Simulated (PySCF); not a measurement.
# Gas-phase XPS of `C=C([S-])C#N`, computed

C3H2NS (charge -1).
Geometry (PBE0-D3(BJ)/def2-SVP, Å), atoms numbered from 1 in this order:
```xyz
7
C3H2NS angstrom
C     -0.882   -0.484    0.371
C      0.051    0.453    0.023
S      0.028    2.158    0.256
C      1.238   -0.056   -0.636
N      2.196   -0.451   -1.167
H     -1.800   -0.165    0.872
H     -0.732   -1.547    0.158
```

Theory: PySCF 2.14.0, delta-SCF UKS SCAN, pcX-2 on the ionised atom, pcseg-1 elsewhere, spin-free X2C. Binding energies are ΔSCF values: E(core-ionised, relaxed orbitals) − E(ground state) at a fixed geometry, referred to the vacuum level.

Task: What binding energy does each computed site have?

Result: 
| atom(s) | bonded to | level | binding energy (eV) | above the level's lowest (eV) | count |
| --- | --- | --- | --- | --- | --- |
| C1 | C (double bond) and 2 H | C 1s | 285.06 | 0.00 | 1 |
| S3 | C | S 1s | 2470.12 | 0.00 | 1 |
| C4 | N (triple bond) and C | C 1s | 287.37 | +2.31 | 1 |
| N5 | C (triple bond) | N 1s | 399.91 | 0.00 | 1 |

The listed C 1s values span 2.31 eV, from C1 (bonded to C (double bond) and 2 H) to C4 (bonded to N (triple bond) and C). Summing the Pauling electronegativity differences to the bonded atoms, each weighted by its formal bond order, gives -0.70 for the lowest site and +1.47 for the highest.

Task: Which effective nuclear charge Zeff reproduces each element's mean 1s value in the hydrogen-like formula E = 13.606 eV × Zeff²?

Result: C (Z = 6): mean 286.2 eV, Zeff = 4.59, Z − Zeff = 1.41; N (Z = 7): mean 399.9 eV, Zeff = 5.42, Z − Zeff = 1.58; S (Z = 16): mean 2470.1 eV, Zeff = 13.47, Z − Zeff = 2.53. Means run over the listed sites, weighted by atom count.

Task: Which photon energy gives electrons from S 1s of S3 a kinetic energy of 200 eV, and what is their de Broglie wavelength?

Result: hν = 2470.12 + 200 = 2670.12 eV, recoil neglected; λ = 12.264 Å/√(E/eV) = 0.87 Å.

The list is incomplete; no value stands for C 1s of C2 (hole states with ⟨S²⟩ of 1 or more are left out). The species carries charge -1, so core ionisation leaves a neutral species. The basis sets have no added diffuse functions. Geometry: PBE0-D3(BJ)/def2-SVP; no solvent, vibrations or thermal averaging. The geometry's basis has no diffuse functions, a weakness for an anion.

Time: 29 s; peak memory 0.46 GiB. Hardware: Arm Neoverse V1, one thread, on a shared host.
